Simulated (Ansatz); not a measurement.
Species: SiH2, net charge 1, doublet state. 
Structure (B3LYP-D3(BJ)/def2-TZVP (Ansatz, an electronic-structure program) minimum search):
```xyz
3

Si     0.0001     0.0938    -0.0051
H     -1.2867    -0.6544     0.0427
H      1.2849    -0.6587     0.0282
```
Charge +1, spin multiplicity 2.

Basis-set convergence of Hartree-Fock and CCSD(T) correlation energies (hartree) with Ansatz. Cores are frozen in the correlated levels unless marked. Open shells are spin-unrestricted. Spin-orbit coupling is left out. Non-relativistic.

```
basis        functions       E(HF)  E(corr, CCSD(T))
-----------  ---------  ----------  ----------------
def2-SVPD           40  -289.63706          -0.08613
def2-TZVPPD         82  -289.73715          -0.09845
def2-QZVPPD        142  -289.74560          -0.10254
```

Extrapolating the two largest sets (X = 3 and 4) as X^-3: E(corr) = (64·(-0.10254) - 27·(-0.09845))/37 = -0.1055 Eh, an estimate of the basis-set limit. The largest set recovers 97.2 % of it, the smallest 81.6 %.
